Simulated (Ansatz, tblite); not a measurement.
**GaCl3: one state, many levels**

One table from this session's results is given with a row withheld; the runs are named, their logs left out.

Program: Ansatz 0.2.0, Gaussian basis. Level of theory: as each input shows. These are calculated values, not measurements.

Levels to be run: GFN1-xTB, GFN2-xTB, PBE-D4/def2-TZVP, r2SCAN-D4/def2-TZVP, LDA/def2-TZVP, LC-ωPBE/def2-TZVP, PBE-QIDH/def2-TZVP, B2PLYP/def2-TZVP, r2SCANh-D4/def2-TZVP, B3LYP-D4/def2-TZVP, ωB97X-V/def2-TZVP, PBE-D4/def2-SVP, PBE0-D4/def2-SVP, HF/6-31G, B3LYP-D4/6-31G, PBE0-D4/def2-TZVPD, PBE-D4/def2-TZVPD, r2SCAN-D4/def2-TZVPD, CCSD(T)/def2-TZVPP, MP2/def2-TZVP, RPA/def2-TZVP.

## The relaxed structure

The geometry is that of the singlet, from an earlier relaxation (PBE0-D4/def2-SVP).

4 atoms, charge 0, spin multiplicity 1.

Bond lengths: Ga1–Cl2 2.121 Å, Ga1–Cl3 2.121 Å, Ga1–Cl4 2.121 Å. Angles: Cl2–Ga1–Cl3 120.0°, Cl2–Ga1–Cl4 120.0°, Cl3–Ga1–Cl4 120.0°.

PBE0-D4/def2-TZVP was run before; its log isn't repeated, and its numbers join the tables.

Set-up of the first run:

Tight binding, by tblite at 300 K electronic temperature and without a spin-polarisation term:

```python
tblite.interface.Calculator('GFN1-xTB', numbers, positions, charge=0, uhf=0).singlepoint()
```

Tight binding, by tblite at 300 K electronic temperature and without a spin-polarisation term:

```python
tblite.interface.Calculator('GFN2-xTB', numbers, positions, charge=0, uhf=0).singlepoint()
```

start.molden holds the orbitals of an earlier run on this state, given as this run's starting guess.

Contents of in.yaml:

```yaml
crystal:
  periodic: [false, false, false]
  atoms:
    - {symbol: Ga, position_ang: [-0.000033, 0.000059, -0.000026]}
    - {symbol: Cl, position_ang: [2.120742, -0.027177, 0.012804]}
    - {symbol: Cl, position_ang: [-1.036897, 1.850252, -0.016943]}
    - {symbol: Cl, position_ang: [-1.083802, -1.823143, 0.004165]}
basis:
  gaussian: {orbitals: def2-TZVP, initial_orbitals: start.molden}
hamiltonian: {xc: pbe, dispersion: d4}
scf: {omitted_lower_state_checks: [starts]}
output: {orbitals: {seedname: orbitals}}
```

The run is started by

```console
$ ansatz run in.yaml --threads 4 --pin off --events-out ev --progress --plain --max-ram 3916MiB
```

Steps of the session up to this table: PBE-D4/def2-TZVP; r2SCAN-D4/def2-TZVP; LDA/def2-TZVP; LC-ωPBE/def2-TZVP; PBE-QIDH/def2-TZVP; B2PLYP/def2-TZVP; r2SCANh-D4/def2-TZVP; B3LYP-D4/def2-TZVP; ωB97X-V/def2-TZVP; PBE-D4/def2-SVP; PBE0-D4/def2-SVP; HF/6-31G; B3LYP-D4/6-31G; PBE0-D4/def2-TZVPD; PBE-D4/def2-TZVPD; r2SCAN-D4/def2-TZVPD; CCSD(T)/def2-TZVPP; MP2/def2-TZVP; RPA/def2-TZVP.

One of the session's tables, all rows but one given; the rest of the session is left out.

| level | HOMO (eV) | LUMO (eV) | gap (eV) |
| --- | --- | --- | --- |
| HF/6-31G | -13.20 | 0.46 | 13.66 |
| LDA/def2-TZVP | -8.17 | -3.30 | 4.87 |
| PBE-D4/def2-SVP | -7.82 | -2.80 | 5.02 |
| PBE-D4/def2-TZVP | -8.01 | -2.98 | 5.03 |
| PBE-D4/def2-TZVPD | -8.08 | -3.10 | 4.98 |
| r2SCAN-D4/def2-TZVP | ? | ? | ? |
| r2SCAN-D4/def2-TZVPD | -8.43 | -2.79 | 5.64 |
| r2SCANh-D4/def2-TZVP | -8.93 | -2.39 | 6.54 |
| B3LYP-D4/6-31G | -9.38 | -2.97 | 6.42 |
| B3LYP-D4/def2-TZVP | -9.16 | -2.36 | 6.79 |
| PBE0-D4/def2-SVP | -9.31 | -1.89 | 7.42 |
| PBE0-D4/def2-TZVP | -9.46 | -2.04 | 7.42 |
| PBE0-D4/def2-TZVPD | -9.50 | -2.17 | 7.33 |
| LC-ωPBE/def2-TZVP | -12.32 | 0.25 | 12.57 |
| ωB97X-V/def2-TZVP | -11.91 | 0.10 | 12.01 |

Q: Estimate the row for r2SCAN-D4/def2-TZVP from the others.

The run gave: HOMO (eV): -8.40; LUMO (eV): -2.72; gap (eV): 5.68. In the column «HOMO (eV)» it lies between r2SCAN-D4/def2-TZVPD (-8.43) and LDA/def2-TZVP (-8.17).
